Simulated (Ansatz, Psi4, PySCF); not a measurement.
Species: 1,1,1-trifluoroethane, C$_{2}$H$_{3}$F$_{3}$, charge 0, multiplicity 1. SMILES: FC(F)(C)F
Geometry from a B3LYP-D3(BJ)/def2-TZVP (Ansatz, an electronic-structure program) optimisation:
```xyz
8

C     -1.4757    -0.0186     0.0562
C      0.0246     0.0003    -0.0009
F      0.5756    -0.1412     1.2237
F      0.5104    -0.9973    -0.7704
F      0.4930     1.1584    -0.5135
H     -1.8076    -0.9670     0.4743
H     -1.8219     0.7996     0.6848
H     -1.8753     0.0980    -0.9493
```
Charge 0, spin multiplicity 1.

BP86/def2-SVP beside other levels, property by property. Terms: open shells spin-unrestricted; non-relativistic; atomisation electronic, to ground-state atoms; spin-orbit terms left out; frozen cores in correlated levels; six Cartesian d functions in 6-31G* and its kin unless marked 5d; dispersion terms only where a functional's name holds one. CBS(X,Y): correlation extrapolated as X^-3; Hartree-Fock from the larger set (for Q and 5 zeta extrapolated as (X+1)exp(-9√X)). First-principles rows: single points at B3LYP-D3(BJ) geometries (Ansatz), with unscaled harmonic terms from B3LYP/6-31G* (Ansatz) at its own minima, enthalpies of formation by atomisation with measured atoms.

Measured values: Active Thermochemical Tables 1.112 (ions: stationary electron), as tabulated in the package chemicals; CRC Handbook, as tabulated in the package chemicals; CRC Handbook, as tabulated in the package chemicals; NIST CCCBDB, as tabulated in the package chemicals; they hold spin-orbit and core effects, anharmonicity. Coupled cluster (Ansatz) is a level with limits of its own, used here on species with T1 under 0.025 (0.045 for open shells) and stable references: CCSD(T)/CBS(cc-pVQZ,cc-pV5Z).

```tsv
property	BP86/def2-SVP (PySCF)	PBE/6-31G* (Ansatz)	B3LYP/STO-3G (Ansatz)	wB97X-D/6-31G* (Psi4)	to compare with
C-F bond dissociation enthalpy at 298 K, to C[C](F)F + F atom (kcal/mol)	131.4	133.1	103.8	128.3	128.1 coupled cluster
size of the dipole moment (D)	2.09	1.91	1.19	2.15	2.32 measured
atomisation energy (kcal/mol)	799.4	797.7	820.1	766.0	759.9 coupled cluster
enthalpy of formation at 298 K (kcal/mol)	-219.1	-217.3	-239.7	-185.7	-178.0 measured
C-C bond dissociation enthalpy at 298 K, to [CH3] (CH3) + F[C](F)F (kcal/mol)	99.5	101.7	91.5	103.5	101.1 measured
```

As the rows show:
- C-F bond dissociation enthalpy at 298 K, to C[C](F)F + F atom: BP86/def2-SVP lies 3.3 kcal/mol above coupled cluster.
- size of the dipole moment: BP86/def2-SVP lies 0.23 D below the measured value.
- atomisation energy: BP86/def2-SVP lies 39.5 kcal/mol above coupled cluster.
- enthalpy of formation at 298 K: BP86/def2-SVP lies 41.1 kcal/mol below the measured value.
- C-C bond dissociation enthalpy at 298 K, to [CH3] (CH3) + F[C](F)F: BP86/def2-SVP lies 1.6 kcal/mol below the measured value.

The properties are those with a value to compare with, at most eight drawn at random. No case is left out for the size of its miss. Left out are saddle points of the reference geometry, anions that the best level run finds unbound, excited spin states, species near biochemistry, 298 K rows of species without real B3LYP wavenumbers, cases with under five habitual levels, runs that failed or that the program found above a lower state of the same kind, table entries that another table contradicts, and a share of species set aside by lot.
